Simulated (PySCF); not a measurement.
# Si2H6O (disiloxane) at M06-L/cc-pVDZ

What is the energy change on altering one bond length of Si2H6O (disiloxane) at M06-L/cc-pVDZ? 

The calculation is run with PySCF 2.14.0.

1 further run of the same task is left out (set aside as unsound or not needed).

## Step 1: The system as given

The species is Si2H6O (9 atoms), meant as a singlet with charge 0. SMILES: `[SiH3]O[SiH3]`. Geometry: relaxed at PBE0-D4/def2-TZVP.

Bond lengths: Si1–O2 1.634 Å, O2–Si3 1.634 Å, Si1–H4 1.487 Å, Si1–H5 1.483 Å, Si1–H6 1.487 Å, Si3–H7 1.483 Å, Si3–H8 1.486 Å, Si3–H9 1.487 Å. Some angles: Si1–O2–Si3 147.2°, O2–Si1–H4 110.2°, O2–Si1–H5 108.3°, O2–Si1–H6 110.2°, O2–Si3–H7 108.3°, O2–Si3–H8 110.2°, O2–Si3–H9 110.2°, H4–Si1–H5 109.6°, H4–Si1–H6 109.0°, H5–Si1–H6 109.6°.

## Step 2: The energy at M06-L/cc-pVDZ

File geometry.xyz:

```xyz
9
H6OSi2
Si    -0.710290     1.052660    -0.919520
O      0.425550     0.090990    -0.245380
Si     0.775570    -1.038810     0.881750
H     -1.787270     0.226580    -1.525660
H     -0.060640     1.872420    -1.970220
H     -1.306170     1.942760     0.111330
H      2.224270    -1.343130     0.800010
H     -0.009310    -2.275600     0.628780
H      0.448290    -0.527870     2.238910
```

File run.py:

```python
# [SiH3]O[SiH3]
from pyscf import gto, dft

mol = gto.Mole()
mol.atom = 'geometry.xyz'
mol.max_memory = 1860
mol.spin = 0
mol.verbose = 3
mol.basis = 'cc-pvdz'
mol.build()

mf = dft.RKS(mol, xc='m06-l')
mf.grids.level = 5
mf.conv_tol = 1e-10
mf.kernel()
if not mf.converged:
    mf = mf.newton().run(mf.mo_coeff, mf.mo_occ)

e_tot = mf.e_tot
print('E(%s) = %.9f' % ('M06-L', e_tot))
```

Started as:

```bash
OMP_NUM_THREADS=1 python run.py
```

Output:

```text
converged SCF energy = -657.853855039977
E(M06-L) = -657.853855040
```

It took 30 s on 1 thread of AMD EPYC 7R43 (Zen 3), shared host; peak memory 0.41 GiB.

## Step 3: The distorted shape at the same level

File run.py:

```python
from pyscf import gto, dft

mol = gto.M(
    atom='''
Si      -0.880661       1.196907      -1.020638
O        0.425550       0.090990      -0.245380
Si       0.775570      -1.038810       0.881750
H       -1.957641       0.370827      -1.626778
H       -0.231011       2.016667      -2.071338
H       -1.476541       2.087007       0.010212
H        2.224270      -1.343130       0.800010
H       -0.009310      -2.275600       0.628780
H        0.448290      -0.527870       2.238910
''',
    basis='cc-pvdz',
    max_memory=1860,
    verbose=3,
)

ks = dft.RKS(mol, xc='m06-l')
ks.grids.level = 5
ks.conv_tol = 1e-10
ks.kernel()
if not ks.converged:
    ks = ks.newton().run(ks.mo_coeff, ks.mo_occ)

e_tot = ks.e_tot
print(f'total energy: {e_tot:.8f} hartree')
```

Started as:

```bash
OMP_NUM_THREADS=1 python run.py
```

Output:

```text
converged SCF energy = -657.837889294515
total energy: -657.83788929 hartree
```

Wall time 27 s (1 thread of AMD EPYC 7R43 (Zen 3), shared host); peak memory 0.42 GiB.

## Step 4: Outcome

Level: M06-L/cc-pVDZ.

| quantity | value |
| --- | --- |
| first shape: total energy | -657.85386 Eh |
| first shape: dipole moment | 0.34 D |
| first shape: HOMO energy | -7.40 eV |
| first shape: LUMO energy | 0.07 eV |
| first shape: HOMO–LUMO gap | 7.48 eV |
| distorted shape: total energy | -657.83789 Eh |
| distorted shape: dipole moment | 1.56 D |
| distorted shape: HOMO energy | -6.92 eV |
| distorted shape: LUMO energy | -0.72 eV |
| distorted shape: HOMO–LUMO gap | 6.20 eV |
| energy change with the Si1–O2 bond stretched from 1.634 to 1.879 Å | 0.434 eV |

What this shows: With the Si1–O2 bond stretched from 1.634 to 1.879 Å the energy rises by 0.43 eV (10.0 kcal/mol). The first shape isn't relaxed at this level, so the change isn't measured from a minimum. Mulliken charges (first shape) run from -0.58 on O2 to +0.58 on Si1.
